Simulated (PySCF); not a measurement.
# TDDFT excited states: F3H2P

Species: F3H2P.
Structure used (GFN2-xTB), in Å, numbered top down from 1:
```
atom  x, y, z in Å
F1     1.3083    0.2236   -0.6667
P2    -0.0696   -0.0116    0.0319
F3    -0.2241    1.6347    0.2241
F4     0.1308   -1.6503   -0.1832
H5    -0.0018   -0.1715    1.3839
H6    -1.1404   -0.0228   -0.8115
```

Level of theory: TDDFT CAM-B3LYP/def2-SVPD, vertical, gas phase, core orbitals frozen in the response (PySCF 2.14.0, density-fitted response routines).

```csv
state,E (eV),ν̃ (cm⁻¹),f,symmetry,"main configurations (H = HOMO, L = LUMO)"
S1,8.31,67030,0.013,B1 or B2,H→L (97%)
S2,9.19,74150,0.018,A1,H-1→L (94%)
S3,9.36,75470,0.021,B1 or B2,H-2→L (97%)
S4,9.82,79180,0.046,B1 or B2,H→L+1 (94%)
S5,10.16,81980,0.0000,–,H-4→L (97%)
S6,10.31,83140,0.0006,–,H-3→L (98%)
S7,10.54,84970,0.012,A1,H-1→L+1 (90%)
S8,10.69,86240,0.0003,–,H-5→L (94%)
```

Triplets (Tamm–Dancoff): T1 7.79 eV, H→L (94%); T2 8.48 eV, H-1→L (94%); T3 8.94 eV, H-2→L (92%).

The lowest singlet comes at 149 nm (802 kJ/mol) in the vacuum ultraviolet; it is weak; its leading configuration is HOMO→LUMO (97%). The strongest level in the table is S4 at 9.82 eV (126 nm, f = 0.046). Löwdin shares by element: HOMO fluorine 68% or more, phosphorus 11%, hydrogen 10% or more; LUMO phosphorus 46%, hydrogen 31%, fluorine 9% or more. The listed states span 2.38 eV, and the widest gap between neighbours is 0.88 eV (S1 to S2). Orbital energies (eV): HOMO-3 -13.97, HOMO-2 -13.01, HOMO-1 -12.84, HOMO -12.19, LUMO 0.22, LUMO+1 1.22, LUMO+2 2.45. The oscillator strengths of these states sum to 0.112; summed over the whole spectrum of an exact calculation they would give the number of electrons, 44 (Thomas–Reiche–Kuhn). Symmetry labels in C2v follow from the direction of the transition dipole and are given only for states with f of 0.002 or more; B1 and B2 swap with the choice of axes. The window holds the lowest 8 singlets.

The run took about 21 s of CPU time (grids of density and orbitals included) (one thread, shared machine).
